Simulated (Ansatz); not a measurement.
# Al3B: the cost of one run

Computed with Ansatz 0.2.0, Gaussian basis. Level: the settings change from run to run.

1 further run of the same task is left out (set aside as unsound or not needed). Runs told in other sessions of the task aren't counted.

## Step 1: The molecule

The structure was relaxed beforehand with B3LYP-D4 in a triple-zeta def2 set.

4 atoms, charge -1, spin multiplicity 2.

Atoms are counted from 1 here; the program's logs count them from 0.

Bond lengths: B1–Al2 2.056 Å, B1–Al3 1.977 Å, B1–Al4 2.056 Å. Angles: Al2–B1–Al3 111.5°, Al2–B1–Al4 128.9°, Al3–B1–Al4 110.6°.

Coordinates:

```xyz
4
charge -1, multiplicity 2
B     1.3854    0.4365   -0.7177
Al    2.1628   -1.1367   -1.7899
Al   -0.0762   -0.1517    0.4760
Al    1.0958    2.3845   -1.3094
```

## Step 2: r2SCAN50/ANO-RCC-VTZP

Options: atoms shaken by 0.03 Å, D4 dispersion.

Contents of in.yaml:

```yaml
crystal:
  periodic: [false, false, false]
  atoms:
    - {symbol: B, position_ang: [1.374035, 0.490555, -0.711019]}
    - {symbol: Al, position_ang: [2.165227, -1.156170, -1.806810]}
    - {symbol: Al, position_ang: [-0.101942, -0.127593, 0.474766]}
    - {symbol: Al, position_ang: [1.127263, 2.346044, -1.259092]}
basis:
  gaussian: {orbitals: ANO-RCC-VTZP}
total_charge: -1
magnetization: {spin_polarized: true, initial_magnetization: 1}
hamiltonian: {xc: {name: r2SCAN50}, dispersion: d4}
```

Started as:

```sh
$ ansatz run in.yaml --threads 4 --pin off --events-out ev --progress --plain --max-ram 3916MiB
```

What time and memory should one allow on 4 threads of Arm Neoverse V1, shared host?

About 28 s, with a peak of 0.73 GiB.
